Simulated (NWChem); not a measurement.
System: silicon monoxide (SiO, singlet); SMILES O=[Si]

NWChem input:

```
start job
memory heap 200 mb stack 900 mb global 1100 mb
geometry units angstroms noautosym nocenter noautoz
  Si     0.000000     0.000000     0.548651
  O      0.000000     0.000000    -0.960088
end
basis spherical
  Si library def2-tzvpp
  O library def2-tzvpp
end
dft
  xc pbe0
  iterations 150
end
cosmo
  do_cosmo_smd true
  solvent water
end
task dft energy
```

Parts of the log:

```
             Northwest Computational Chemistry Package (NWChem) 7.3.0
             --------------------------------------------------------

                             Geometry "geometry" -> ""
                             -------------------------

 Output coordinates in angstroms (scale by  1.889725989 to convert to a.u.)

  No.       Tag          Charge          X              Y              Z
 ---- ---------------- ---------- -------------- -------------- --------------
    1 Si                  14.0000     0.00000000     0.00000000     0.54865100
    2 O                    8.0000     0.00000000     0.00000000    -0.96008800

 Effective nuclear repulsion energy (a.u.)      39.2830382776

                                 NWChem DFT Module
                                 -----------------

 Summary of "ao basis" -> "ao basis" (spherical)
 ------------------------------------------------------------------------------
       Tag                 Description            Shells   Functions and Types
 ---------------- ------------------------------  ------  ---------------------
 Si                        def2-tzvpp               14       42   5s5p3d1f
 O                         def2-tzvpp               11       31   5s3p2d1f

 in cosmo_initialize ...
 calling solv_data for solv:h2o

 solvent parameters
 solvname_short: h2o
 solvname_long:  water
 dielec:       78.4000
 dielecinf:     1.7769
 aqueous SMD model solvent descriptors
 dielec:       78.4000
 sola:          0.8200

          ---------------
          -cosmo- solvent
          ---------------
 Cosmo: York-Karplus, doi: 10.1021/jp992097l
 dielectric constant -eps-     =  78.40
 screen = (eps-1)/(eps    )    =   0.98724
 surface charge correction     = lagrangian

   van der Waals surface
 --------------------------

 ---------- ATOMIC COORDINATES (A.U.) ------------ VDWR(ANG.) --
     1    0.00000000    0.00000000    1.03680005     2.470
     2    0.00000000    0.00000000   -1.81430324     1.520
 number of segments per atom =        128
 number of   points per atom =        128
 atom (   nspa,  nppa )
 ----------------------
    1 (    120,     0 )       0
    2 (     48,     0 )       0
 number of -cosmo- surface points =      168
 molecular surface =     75.893 angstrom**2
 molecular volume  =     65.950 angstrom**3
 -lineq- algorithm             =   0
 -bem- low  level              =   3
 -bem- from -octahedral-
 gaussian surface charge width =   4.50000
 degree of switching           =   1.00000
 switching function tolerance  =   0.00010
 atomic radii =
 --------------
    1 14.000  2.470
    2  8.000  1.520
 ...... end of -cosmo- initialization ......

 nat:                     2
 ixmem:                   309
 calling mnsol_interface()
 G(SMD-CDS) energy (kcal/mol)  =     0.000
 SMD-CDS SASA (angstrom**2)    =    86.478

            General Information
            -------------------
          SCF calculation type: DFT
          Wavefunction type:  closed shell.
          No. of atoms     :     2
          No. of electrons :    22
           Alpha electrons :    11
            Beta electrons :    11
          Charge           :     0
          Spin multiplicity:     1
          Use of symmetry is: off; symmetry adaption is: off
          Maximum number of iterations: 150
          AO basis - number of functions:    73
                     number of shells:    25
          Convergence on energy requested:  1.00D-06
          Convergence on density requested:  1.00D-05
          Convergence on gradient requested:  5.00D-04

              XC Information
              --------------
                         PBE0 Method XC Functional
                     Hartree-Fock (Exact) Exchange  0.250
          PerdewBurkeErnzerhof Exchange Functional  0.750
            Perdew 1991 LDA Correlation Functional  1.000 local
           PerdewBurkeErnz. Correlation Functional  1.000 non-local

[...]

                                COSMO-SMD solvation results
                                ---------------------------

             internal energy in gas <Psi(g)|H|Psi(g)> =      -364.558353058591
         internal energy in solvent <Psi(s)|H|Psi(s)> =      -364.554853547371
                               delta internal energy  =         0.003499511219 (    2.20 kcal/mol)
   total free energy in solvent <Psi(s)|H+V/2|Psi(s)> =      -364.569740237769
 polarization energy contribution <Psi(s)|V/2|Psi(s)> =        -0.014886690397 (   -9.34 kcal/mol)
    total free energy in solvent including G(SMD-CDS) =      -364.569740237769
                       G(SMD-CDS) energy contribution =         0.000000000000 (    0.00 kcal/mol)
     1 M fixed-concentration free energy of solvation =        -0.011387179178 (   -7.15 kcal/mol)

                       DFT Final Molecular Orbital Analysis
                       ------------------------------------

 Vector    9  Occ=2.000000D+00  E=-3.629651D-01
              MO Center=  2.9D-09, -1.4D-09, -7.2D-01, r^2= 1.0D+00
   Bfn.  Coefficient  Atom+Function         Bfn.  Coefficient  Atom+Function
  ----- ------------  ---------------      ----- ------------  ---------------
    48      0.388305  2 O  px                51      0.328704  2 O  px
    54      0.227762  2 O  px                15      0.183569  1 Si px
    49     -0.138554  2 O  py                52     -0.117288  2 O  py
    55     -0.081270  2 O  py                12      0.077959  1 Si px
     6     -0.076153  1 Si px                18      0.074328  1 Si px

 Vector   10  Occ=2.000000D+00  E=-3.629651D-01
              MO Center= -1.0D-10, -1.8D-09, -7.2D-01, r^2= 1.0D+00
   Bfn.  Coefficient  Atom+Function         Bfn.  Coefficient  Atom+Function
  ----- ------------  ---------------      ----- ------------  ---------------
    49      0.388305  2 O  py                52      0.328704  2 O  py
    55      0.227762  2 O  py                16      0.183569  1 Si py
    48      0.138554  2 O  px                51      0.117288  2 O  px
    54      0.081270  2 O  px                13      0.077959  1 Si py
     7     -0.076153  1 Si py                19      0.074328  1 Si py

 Vector   11  Occ=2.000000D+00  E=-3.280564D-01
              MO Center= -2.0D-09,  1.6D-09,  3.7D-01, r^2= 2.2D+00
   Bfn.  Coefficient  Atom+Function         Bfn.  Coefficient  Atom+Function
  ----- ------------  ---------------      ----- ------------  ---------------
     5      0.460544  1 Si s                  4      0.376559  1 Si s
    50     -0.298506  2 O  pz                17      0.289109  1 Si pz
    53     -0.241464  2 O  pz                 3     -0.216126  1 Si s
    56     -0.183183  2 O  pz                14      0.139259  1 Si pz
     8     -0.132428  1 Si pz                11     -0.065778  1 Si pz

 Vector   12  Occ=0.000000D+00  E=-6.779320D-02
              MO Center=  2.5D-09, -2.5D-09,  6.1D-01, r^2= 2.8D+00
   Bfn.  Coefficient  Atom+Function         Bfn.  Coefficient  Atom+Function
  ----- ------------  ---------------      ----- ------------  ---------------
    19      0.382394  1 Si py                18     -0.361472  1 Si px
    16      0.352802  1 Si py                15     -0.333499  1 Si px
    55     -0.169561  2 O  py                54      0.160283  2 O  px
    49     -0.151817  2 O  py                48      0.143510  2 O  px
    52     -0.121104  2 O  py                51      0.114477  2 O  px

 Vector   13  Occ=0.000000D+00  E=-6.779320D-02
              MO Center=  4.1D-10, -3.9D-10,  6.1D-01, r^2= 2.8D+00
   Bfn.  Coefficient  Atom+Function         Bfn.  Coefficient  Atom+Function
  ----- ------------  ---------------      ----- ------------  ---------------
    18      0.382394  1 Si px                19      0.361472  1 Si py
    15      0.352802  1 Si px                16      0.333499  1 Si py
    54     -0.169561  2 O  px                55     -0.160283  2 O  py
    48     -0.151817  2 O  px                49     -0.143510  2 O  py
    51     -0.121104  2 O  px                52     -0.114477  2 O  py

 Vector   14  Occ=0.000000D+00  E= 3.120269D-02
              MO Center=  4.8D-09, -5.3D-09,  4.8D-01, r^2= 4.7D+00
   Bfn.  Coefficient  Atom+Function         Bfn.  Coefficient  Atom+Function
  ----- ------------  ---------------      ----- ------------  ---------------
    20      1.087490  1 Si pz                47      1.036520  2 O  s
     5     -0.916774  1 Si s                 17      0.395709  1 Si pz
    56      0.284163  2 O  pz                45      0.144601  2 O  s
    28      0.112128  1 Si d  0              53      0.098172  2 O  pz
    50      0.085523  2 O  pz                44     -0.069786  2 O  s

     Multipole analysis of the density
     ---------------------------------

     L   x y z        total         alpha         beta         nuclear
     -   - - -        -----         -----         ----         -------
     0   0 0 0     -0.000000    -11.000000    -11.000000     22.000000

     1   1 0 0     -0.000000     -0.000000     -0.000000      0.000000
     1   0 1 0      0.000000      0.000000      0.000000      0.000000
     1   0 0 1      1.625936      0.812580      0.812580      0.000775

     2   2 0 0    -11.864578     -5.932289     -5.932289      0.000000
     2   1 1 0     -0.000000     -0.000000     -0.000000      0.000000
     2   1 0 1      0.000000      0.000000      0.000000      0.000000
     2   0 2 0    -11.864578     -5.932289     -5.932289      0.000000
     2   0 1 1     -0.000000     -0.000000     -0.000000      0.000000
     2   0 0 2    -15.221224    -28.302077    -28.302077     41.382931
```

Level: PBE0/def2-TZVPP, SMD on the gas-phase geometry. Low-valent species are run as closed-shell singlets; no triplet was tried in these runs. Geometry: optimised at PBE0-D3(BJ)/def2-TZVP. Solvent: water.
